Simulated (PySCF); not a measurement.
Cartesian coordinates in Å; atom numbers follow the order of the lines, from 1:
```xyz
13

O    -1.202    1.514    0.005
C    -1.097    0.324   -0.741
C     0.301   -0.270   -0.727
C     0.728   -0.768    0.641
O     0.755    0.258    1.627
H    -0.802    1.335    0.865
H    -1.813   -0.431   -0.379
H    -1.386    0.574   -1.765
H     1.015    0.478   -1.093
H     0.340   -1.114   -1.426
H     0.010   -1.504    1.012
H     1.705   -1.265    0.583
H     1.462    0.870    1.404
```

Geometry: PBE0-D3(BJ)/def2-TZVP; GIAO shifts from PySCF 2.14.0 with density-fitted response routines, gas phase, non-relativistic, averaged over equivalent atoms.

At B97-2/pcSseg-2 (292 basis functions, 29 s wall time on 1 thread of an Intel Xeon 6975P-C, shared host):
| atoms | δ (ppm) |
| --- | --- |
| O1/O5 | 43.1 |
| C2/C4 | 71.5 |
| C3 | 39.8 |
| H7/H8/H11/H12 | 3.95 |
| H6/H13 | 1.65 |
| H9/H10 | 1.59 |

Scale: H2O for ¹⁷O (σ = 327.66 ppm); TMS for ¹³C (σ = 185.38 ppm) and ¹H (σ = 31.64 ppm) (reference shieldings calculated alike).

What do these become at wB97X-D/pcSseg-2?

Results:


```json
{"atoms": "O1/O5", "δ at wB97X-D/pcSseg-2": "39.5", "change": "-3.6"}
{"atoms": "C2/C4", "δ at wB97X-D/pcSseg-2": "71.2", "change": "-0.3"}
{"atoms": "C3", "δ at wB97X-D/pcSseg-2": "39.7", "change": "-0.1"}
{"atoms": "H7/H8/H11/H12", "δ at wB97X-D/pcSseg-2": "3.89", "change": "-0.06"}
{"atoms": "H6/H13", "δ at wB97X-D/pcSseg-2": "1.68", "change": "+0.03"}
{"atoms": "H9/H10", "δ at wB97X-D/pcSseg-2": "1.55", "change": "-0.04"}
```

Shifts are taken against calculated references (same method and geometry level): ¹⁷O (σref 328.24) against H2O; ¹³C (σref 186.29) and ¹H (σref 31.63) vs TMS.

The largest change is at O1/O5 (alcohol oxygen). Cost: 292 basis functions, 35 s wall time on 1 thread of an Intel Xeon 6975P-C, shared host.

Experimental scales use liquid or dissolved standards, which lie at an offset from isolated H2O (liquid H2O: subtract about 36 ppm).
